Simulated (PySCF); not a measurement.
**QCISD(T)/STO-6G run of PF3 (SMILES FP(F)F)**

Aim: the energy change on altering one bond length of PF3 at QCISD(T)/STO-6G, from 2 runs. The job is set up through a Python script.

The results are computed with PySCF 2.14.0.

10 further runs of the same task are left out: 3 that didn't finish, 7 set aside as unsound or not needed.

### 1 The structure to begin with

PF3: 4 atoms, total charge 0, spin state singlet. SMILES: `FP(F)F`. Geometry: relaxed at GFN2-xTB.

Bond lengths: P1–F2 1.597 Å, P1–F3 1.598 Å, P1–F4 1.598 Å. Angles: F2–P1–F3 94.0°, F2–P1–F4 93.9°, F3–P1–F4 94.0°.

### 2 The energy at QCISD(T)/STO-6G

input.py

```python
from pyscf import gto, cc

mol = gto.M(
    atom='P -0.004630 0.005090 0.642290; F 1.349610 -0.029560 -0.203150; F -0.648490 1.180250 -0.228190; F -0.696500 -1.155780 -0.210950',
    max_memory=1860,
    basis='sto-6g',
    verbose=4,
)

hf = mol.RHF()
hf.conv_tol = 1e-10
hf.kernel()
if not hf.converged:
    hf = hf.newton().run(hf.mo_coeff, hf.mo_occ)

mycc = cc.QCISD(hf, frozen=8)
mycc.kernel()
e_t = mycc.qcisd_t()
energy = mycc.e_tot + e_t
print('Final energy', energy)
```

The run is started by

```sh
$ OMP_NUM_THREADS=1 python input.py
```

The log of the run:

```text
PySCF version 2.14.0

[INPUT] num. atoms = 4
[INPUT] num. electrons = 42
[INPUT] charge = 0
[INPUT] spin (= nelec alpha-beta = 2S) = 0
[INPUT] symmetry False subgroup None
[INPUT] Mole.unit = angstrom
[INPUT] Symbol           X                Y                Z      unit          X                Y                Z       unit  Magmom
[INPUT]  1 P     -0.004630000000   0.005090000000   0.642290000000 AA   -0.008749431957   0.009618705974   1.213752192547 Bohr   0.0
[INPUT]  2 F      1.349610000000  -0.029560000000  -0.203150000000 AA    2.550393274974  -0.055860304242  -0.383897862205 Bohr   0.0
[INPUT]  3 F     -0.648490000000   1.180250000000  -0.228190000000 AA   -1.225468494519   2.230349258518  -0.431216604365 Bohr   0.0
[INPUT]  4 F     -0.696500000000  -1.155780000000  -0.210950000000 AA   -1.316194245760  -2.184107660250  -0.398637725977 Bohr   0.0

nuclear repulsion = 189.190298308544
number of shells = 14
number of NR pGTOs = 144
number of NR cGTOs = 24
basis = sto-6g
ecp = {}

******** <class 'pyscf.scf.hf.RHF'> ********
method = RHF
initial guess = minao
damping factor = 0
level_shift factor = 0
DIIS = <class 'pyscf.scf.diis.CDIIS'>
diis_start_cycle = 1
diis_space = 8
diis_damp = 0
SCF conv_tol = 1e-10
SCF conv_tol_grad = None
SCF max_cycles = 50
direct_scf = True
direct_scf_tol = 1e-13
Set gradient conv threshold to 1e-05
Initial guess from minao.
init E= -636.550629112669
  HOMO = -0.351766434315176  LUMO = 0.177485213684348  gap/eV = 14.40167
cycle= 1 E= -636.289229640654  delta_E= 0.261  |g|= 0.515  |ddm|= 2.62
  HOMO = -0.323774029328267  LUMO = 0.331468822726022  gap/eV = 17.83007
cycle= 2 E= -636.42178441009  delta_E= -0.133  |g|= 0.112  |ddm|= 1.08
  HOMO = -0.329415056635978  LUMO = 0.385299440716621  gap/eV = 19.44837
cycle= 3 E= -636.427698661645  delta_E= -0.00591  |g|= 0.0344  |ddm|= 0.181
  HOMO = -0.32896137793906  LUMO = 0.393511435133955  gap/eV = 19.65949
cycle= 4 E= -636.428831615474  delta_E= -0.00113  |g|= 0.0037  |ddm|= 0.13
  HOMO = -0.32825375657787  LUMO = 0.39306931846002  gap/eV = 19.62820
cycle= 5 E= -636.428843451679  delta_E= -1.18e-05  |g|= 0.00054  |ddm|= 0.0119
  HOMO = -0.328378698375089  LUMO = 0.393182891695956  gap/eV = 19.63469
cycle= 6 E= -636.42884366963  delta_E= -2.18e-07  |g|= 9.15e-05  |ddm|= 0.00154
  HOMO = -0.328350779233624  LUMO = 0.393161359976373  gap/eV = 19.63335
cycle= 7 E= -636.42884367651  delta_E= -6.88e-09  |g|= 1.95e-05  |ddm|= 0.000318
  HOMO = -0.328357521998211  LUMO = 0.393167005835244  gap/eV = 19.63368
cycle= 8 E= -636.42884367685  delta_E= -3.4e-10  |g|= 4.91e-06  |ddm|= 6.3e-05
  HOMO = -0.328358006654999  LUMO = 0.39316594625734  gap/eV = 19.63367
cycle= 9 E= -636.428843676874  delta_E= -2.46e-11  |g|= 2.42e-07  |ddm|= 1.9e-05
  HOMO = -0.328358001845688  LUMO = 0.393165939891763  gap/eV = 19.63367
Extra cycle  E= -636.428843676875  delta_E= -1.14e-12  |g|= 7.61e-08  |ddm|= 4.69e-07
converged SCF energy = -636.428843676875

******** <class 'pyscf.cc.qcisd.QCISD'> ********
QCISD nocc = 13, nmo = 16
frozen orbitals 8
max_cycle = 50
direct = 0
conv_tol = 1e-07
conv_tol_normt = 1e-05
diis_space = 6
diis_start_cycle = 0
diis_start_energy_diff = 1e+09
Init t2, MP2 energy = -636.506513861657  E_corr(MP2) -0.0776701847814214
Init E_corr(QCISD) = -0.0776701847814239
cycle = 1  E_corr(QCISD) = -0.0885738099259678  dE = -0.0109036251  norm(t1,t2) = 0.0544225
cycle = 2  E_corr(QCISD) = -0.0959033348993147  dE = -0.00732952497  norm(t1,t2) = 0.0193805
cycle = 3  E_corr(QCISD) = -0.0974149128064635  dE = -0.00151157791  norm(t1,t2) = 0.00946963
cycle = 4  E_corr(QCISD) = -0.0990493058857289  dE = -0.00163439308  norm(t1,t2) = 0.00388753
cycle = 5  E_corr(QCISD) = -0.0989872448776313  dE = 6.20610081e-05  norm(t1,t2) = 0.000956819
cycle = 6  E_corr(QCISD) = -0.0989906064088975  dE = -3.36153127e-06  norm(t1,t2) = 0.000227883
cycle = 7  E_corr(QCISD) = -0.0989912361350132  dE = -6.29726116e-07  norm(t1,t2) = 8.97157e-05
cycle = 8  E_corr(QCISD) = -0.0989903403141582  dE = 8.95820855e-07  norm(t1,t2) = 2.40732e-05
cycle = 9  E_corr(QCISD) = -0.0989901169906808  dE = 2.23323477e-07  norm(t1,t2) = 1.00595e-05
cycle = 10  E_corr(QCISD) = -0.098990207284608  dE = -9.02939272e-08  norm(t1,t2) = 2.14244e-06
QCISD converged
E(QCISD) = -636.52783388416  E_corr = -0.09899020728460801
QCISD(T) correction = -0.0044593976957997
Final energy -636.5322932818558
```

Run time: 1.3 s. Hardware: 1 thread of Arm Neoverse V1, shared host; peak memory 0.12 GiB.

### 3 The distorted shape, same level

input.py

```python
from pyscf import gto, cc

molecule = gto.M(
    atom=[
    ('P', (0.133757, 0.237286, 0.812954)),
    ('F', (1.487997, 0.202636, -0.032486)),
    ('F', (-0.510103, 1.412446, -0.057526)),
    ('F', (-0.696500, -1.155780, -0.210950)),
],
    verbose=3,
    max_memory=1860,
    basis='sto-6g',
)

myscf = molecule.RHF()
myscf.conv_tol = 1e-10
myscf.kernel()
if not myscf.converged:
    myscf = myscf.newton().run(myscf.mo_coeff, myscf.mo_occ)

mycc = cc.QCISD(myscf, frozen=8)
mycc.kernel()
e_t = mycc.qcisd_t()
e_final = mycc.e_tot + e_t
print('Final energy', e_final)
```

The run is started by

```sh
$ OMP_NUM_THREADS=1 python input.py
```

The log of the run:

```text
converged SCF energy = -636.380947737256
E(QCISD) = -636.5064066788559  E_corr = -0.1254589415997114
QCISD(T) correction = -0.00519900483178468
Final energy -636.5116056836877
```

It took 1.3 s on 1 thread of Arm Neoverse V1, shared host; peak memory 0.12 GiB.

### 4 Outcome

At QCISD(T)/STO-6G, 8 core orbitals frozen:

| quantity | value |
| --- | --- |
| first shape: total energy | -636.53229 Eh |
| first shape: dipole moment (Hartree–Fock density) | 1.76 D |
| first shape: HOMO energy (Hartree–Fock orbitals) | -8.94 eV |
| first shape: LUMO energy (Hartree–Fock orbitals) | 10.70 eV |
| first shape: HOMO–LUMO gap (Hartree–Fock orbitals) | 19.63 eV |
| first shape: correlation energy (8 core orbitals frozen) | -103.4 mEh |
| first shape: (T) correction | -4.46 mEh |
| first shape: T1 diagnostic | 0.012 |
| distorted shape: total energy | -636.51161 Eh |
| distorted shape: dipole moment (Hartree–Fock density) | 1.92 D |
| distorted shape: HOMO energy (Hartree–Fock orbitals) | -8.70 eV |
| distorted shape: LUMO energy (Hartree–Fock orbitals) | 7.55 eV |
| distorted shape: HOMO–LUMO gap (Hartree–Fock orbitals) | 16.25 eV |
| distorted shape: correlation energy (8 core orbitals frozen) | -130.7 mEh |
| distorted shape: (T) correction | -5.20 mEh |
| distorted shape: T1 diagnostic | 0.015 |
| energy change with the P1–F4 bond stretched from 1.598 to 1.918 Å | 0.563 eV |

What this shows: With the P1–F4 bond stretched from 1.598 to 1.918 Å the energy rises by 0.56 eV (13.0 kcal/mol). The first shape isn't relaxed at this level, so the change isn't measured from a minimum. The minimal basis adds a large error of its own. The triples (first shape) make up 4.3 % of the correlation energy. The triples (distorted shape) make up 4.0 % of the correlation energy.
